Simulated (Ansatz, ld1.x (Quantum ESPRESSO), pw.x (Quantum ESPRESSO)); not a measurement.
## What a changed setting does to a pw.x run (bcc Nb)

Potential: norm-conserving Troullier–Martins (Kleinman–Bylander form), ld1.x (Quantum ESPRESSO) 7.5, PBE; core [Kr], reference 4d4 5s1 5p0; waves: 5p (bound, empty): rc 4.00 bohr; 4d (bound): rc 2.05 bohr; 4f channel at 0.1 Ry: rc 3.05 bohr; 5s (bound): rc 3.15 bohr; local part: the s channel; core correction: a·sin(br)/r model core, default radius (core density twice the valence density).

The reference run (k-mesh 14³, cutoffs 50/200 Ry, Fermi–Dirac 0.01 Ry, mixing_beta 0.4, conv_thr 1e-9, no spin) gives 0.59 GPa at 18.179 Å³/atom, where all-electron LAPW gives 0.16 GPa. This run, with its own iteration cap, changes smearing to mv.

```
&control
  calculation='scf', prefix='x', pseudo_dir='./', outdir='./tmp', tstress=.true., disk_io='none'
/
&system
  ibrav=0, nat=1, ntyp=1, ecutwfc=50, ecutrho=200, nbnd=9,
  occupations='smearing', smearing='mv', degauss=0.01
/
&electrons
  conv_thr=1e-09, mixing_beta=0.4, electron_maxstep=60
/
ATOMIC_SPECIES
Nb 1.0 Nb.UPF
CELL_PARAMETERS angstrom
  -1.65641822 1.65641822 1.65641822
  1.65641822 -1.65641822 1.65641822
  1.65641822 1.65641822 -1.65641822
ATOMIC_POSITIONS crystal
Nb 0.0000 0.0000 0.0000
K_POINTS automatic
14 14 14 0 0 0
```

```bash
pw.x < Nb.scf.in > Nb.scf.out
```

Question: How does the run end?

Answer: It converges in 8 iterations; the free energy moves by +48.8 meV/atom and the pressure by -0.42 GPa. This scheme is built to cancel the term in the square of the width that Fermi–Dirac smearing leaves in the F of a metal.

```
Message from routine setup:
     using ibrav=0 with symmetry is DISCOURAGED, use correct ibrav instead
     lattice parameter (alat)  =       5.4216  a.u.
     unit-cell volume          =     122.6780 (a.u.)^3
     number of electrons       =         5.00
     number of Kohn-Sham states=            9
     kinetic-energy cutoff     =      50.0000  Ry
     charge density cutoff     =     200.0000  Ry
     scf convergence threshold =      1.0E-09
     Exchange-correlation= PBE
     number of k points=   104  Marzari-Vanderbilt smearing, width (Ry)=  0.0100
     iteration #  1     ecut=    50.00 Ry     beta= 0.40
     total energy              =     -17.44865763 Ry
     estimated scf accuracy    <       0.08367825 Ry
     iteration #  2     ecut=    50.00 Ry     beta= 0.40
     total energy              =     -17.44614544 Ry
     estimated scf accuracy    <       0.01320793 Ry
     iteration #  3     ecut=    50.00 Ry     beta= 0.40
     total energy              =     -17.44865528 Ry
     estimated scf accuracy    <       0.00015610 Ry
     [... 2 iterations left out ...]
     iteration #  6     ecut=    50.00 Ry     beta= 0.40
     total energy              =     -17.44868343 Ry
     estimated scf accuracy    <          8.5E-09 Ry
     iteration #  7     ecut=    50.00 Ry     beta= 0.40
     total energy              =     -17.44868343 Ry
     estimated scf accuracy    <          2.5E-09 Ry
     iteration #  8     ecut=    50.00 Ry     beta= 0.40
     the Fermi energy is    10.9341 ev
!    total energy              =     -17.44868343 Ry
     estimated scf accuracy    <          7.1E-10 Ry
     smearing contrib. (-TS)   =       0.00010474 Ry
     The total energy is F=E-TS. E is the sum of the following terms:
     one-electron contribution =       8.11013321 Ry
     hartree contribution      =       0.14863632 Ry
     xc contribution           =     -11.17469856 Ry
     ewald contribution        =     -14.53285914 Ry
     convergence has been achieved in   8 iterations
          total   stress  (Ry/bohr**3)                   (kbar)     P=        1.70
     Message from routine punch:
     Nothing written, as per user request (disk_io='none')
```

The run took about 7 s on one core of a shared host (Neoverse-V1, 32 threads, 247 GiB, load 24).
